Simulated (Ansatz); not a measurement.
Consider the substitution at a C–C bond: `CC1CCCC1` + H₂S → `SC1CCCC1` + CH₄.

Program: Ansatz. Geometries: PBE0-D4/def2-TZVP. ΔE: electronic, gas phase. CBS: MP2 limit from def2 TZ/QZ plus the TZ coupled-cluster correction, frozen cores. This one scheme is used for every species. DFT in def2-TZVPP. One conformer a species, not always the lowest.

```json
{"level": "LDA (SPW92)", "ΔE (kcal/mol)": "0.2"}
{"level": "r2SCAN-D4", "ΔE (kcal/mol)": "-0.8"}
{"level": "ωB97X-V", "ΔE (kcal/mol)": "0.0"}
{"level": "B2PLYP", "ΔE (kcal/mol)": "-0.4"}
{"level": "BLYP", "ΔE (kcal/mol)": "-0.8"}
{"level": "LC-ωPBE", "ΔE (kcal/mol)": "0.4"}
{"level": "RPA@PBE/def2-TZVPP", "ΔE (kcal/mol)": "0.8"}
{"level": "MP2/def2-QZVPP", "ΔE (kcal/mol)": "-0.9"}
```

Problem. What does CCSD(T)/CBS give? (An estimate is asked.)

Solution. The calculation gave: -0.1 kcal/mol. The listed levels differ from it by 0.3, -0.7, 0.1, -0.3, -0.7, 0.5, 0.9, -0.8 kcal/mol.

Largest T1 diagnostic among the species: 0.009.

In def2-TZVPP, CCSD(T) changes the Hartree–Fock value by −0.8 kcal/mol (the triples alone add −0.6 kcal/mol) and MP2 by −1.8 kcal/mol. Leaving LDA and LC-ωPBE aside and taking each functional with its dispersion term where it has one, the values, not all of them listed here, spread over 1.6 kcal/mol, from BLYP-D4 to CAM-B3LYP-D4. LDA lies +1.0 kcal/mol from PBE without D4. At CCSD(T), def2-SVP lies +2.1 kcal/mol from the extrapolated value and def2-TZVPP +0.5 kcal/mol.
